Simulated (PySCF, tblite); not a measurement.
Isomers of C5H6Cl (doublet state), one GFN2-xTB conformer each. Single-point energies are computed at B3LYP/pcH-1 (PySCF, gas phase, no added dispersion term), electronic only. GFN2-xTB treats the open shell by occupation alone, and not every SCF solution was tested for stability.

Question: Rank them by B3LYP/pcH-1 energy, lowest first (kJ/mol).
A. `[CH:1]#[C:2][C@H:3]([CH2:4])[CH2:5][Cl:6]` (doublet state) with C2–C3–C4–H -82° and 87°, C2–C3–C5–Cl6 -179°
B. `[CH2:1]=[C:2][CH2:3]/[CH:4]=[CH:5]\[Cl:6]` (doublet state) with C1–C2–C3–C4 -5°, C2–C3–C4–C5 100°
C. `[CH:1]#[C:2][CH2:3][CH2:4][CH:5][Cl:6]` (doublet state) with C2–C3–C4–C5 -65°, C3–C4–C5–Cl6 -78°

Answer: B (0.0), C (2.9), A (31.8).

Neighbours under 21 kJ/mol apart (C=[C]C/C=C\Cl and C#CCC[CH]Cl) can change places with a better method, another conformer or zero-point energy. GFN2-xTB itself gives, in the same order: 20.4, 0.0, 46.4. GFN2-xTB puts C#CCC[CH]Cl lowest instead; measured from each level's own lowest isomer, the values differ by up to 20.4 kJ/mol (C=[C]C/C=C\Cl: 20.4 against 0.0).

Q: What happens when harmonic zero-point energies from GFN2-xTB frequencies are added?

A: 
| SMILES | ZPE (kJ/mol) | electronic (kJ/mol) | with ZPE (kJ/mol) |
| --- | --- | --- | --- |
| C=[C]C/C=C\Cl | 229.3 | 0.0 | 0.0 |
| C#CCC[CH]Cl | 232.1 | 2.9 | 5.7 |
| C#C[C@H]([CH2])CCl | 227.2 | 31.8 | 29.6 |

The zero-point energies span 4.9 kJ/mol. The order is unchanged.
